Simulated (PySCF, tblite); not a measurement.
**C₄H₃NO: geometry, infrared bands, NMR shifts and spin-spin couplings**

Aim: predict the infrared bands, NMR shifts and spin-spin couplings of C₄H₃NO (`C#CC(=O)N=C`).

Programs: tblite 0.8.0 and PySCF 2.14.0, with density-fitted response routines of our own. Each step states its level of theory. These are calculated values for one molecule in the gas phase, unless marked as measured. Atoms are numbered from 0 throughout.

## Step 1: The molecule as given

9 atoms, charge 0, multiplicity 1; geometry from: force field or distance geometry start.

Bonds of the start (Å): C0–C1 1.22, C1–C2 1.43, C2–O3 1.24, C2–N4 1.38, N4–C5 1.30, C0–H6 1.06, C5–H7 1.09, C5–H8 1.10.

## Step 2: Optimising the geometry with GFN2-xTB

What the job is given:

```
{"job": {"kind": "relax", "xc": "GFN2-xTB", "basis": "xTB"}, "charge": 0, "multiplicity": 1}
C      2.198200    -0.141200     1.670400
C      1.327000     0.021400     0.834000
C      0.306100     0.200300    -0.151200
O      0.590200     0.810400    -1.190300
N     -0.942500    -0.315600     0.149300
C     -1.859100    -0.143400    -0.753500
H      2.951200    -0.272000     2.400100
H     -2.860900    -0.531500    -0.564600
H     -1.696600     0.377500    -1.710400
```

On the command line:

```
> OMP_NUM_THREADS=1 python probes_run.py task.json out
```

This one command runs all jobs of the session in turn.

**Question.** This job is followed by: GFN2-xTB harmonic vibrations, gas phase; GIAO PBE0/pcSseg-1 NMR shielding, non-relativistic, gas phase; B3LYP/pcJ-1 indirect spin-spin coupling, non-relativistic, gas phase. Predict these results of the whole session: strongest single infrared mode (GFN2-xTB); zero-point energy (GFN2-xTB); ¹³C shifts against TMS (PBE0/pcSseg-1); ¹H shifts against TMS (PBE0/pcSseg-1); ¹⁷O shifts against H2O (PBE0/pcSseg-1); ¹⁵N shifts against NH3 (PBE0/pcSseg-1); surface potential, 1st and 99th percentile; largest coupling of the table (B3LYP/pcJ-1).

**Answer**, as computed:

| quantity | value |
| --- | --- |
| strongest single infrared mode (GFN2-xTB) | 1718 cm⁻¹, 398 km/mol |
| zero-point energy (GFN2-xTB) | 35.6 kcal/mol |
| ¹³C shifts against TMS (PBE0/pcSseg-1) | 160.2, 150.6, 88.2, 81.0 ppm |
| ¹H shifts against TMS (PBE0/pcSseg-1) | 7.72, 7.36, 2.64 ppm |
| ¹⁷O shifts against H2O (PBE0/pcSseg-1) | 511.7 ppm |
| ¹⁵N shifts against NH3 (PBE0/pcSseg-1) | 432.7 ppm |
| surface potential, 1st and 99th percentile | -1.74 V and 1.77 V |
| largest coupling of the table (B3LYP/pcJ-1) | ¹J(C,H) C0–H6, 269.5 Hz |

In words: Relaxing lowered the energy by 0.383 eV in 88 steps; the close pair that moved most is N4–C5, from 1.298 to 1.245 Å. No mode is imaginary among the 21: a minimum at this level. The strongest single mode, at 1718 cm⁻¹, moves mainly C2 and O3. GFN2-xTB is a fitted tight-binding method: band positions and strengths are rough. Its intensities can rank the bands wrongly. At PBE0/pcSseg-1: Shielding is most anisotropic at O3 (span 911 ppm, paramagnetic term -575 ppm). By nearest atom (PBE0/pcSseg-1), the HOMO sits on O3 46 %; N4 30 % and the LUMO on C5 28 %; N4 24 %. In the run at B3LYP/pcJ-1, the largest coupling of the table is C0–H6, 269.5 Hz, of which the Fermi-contact term gives 270.1 Hz.
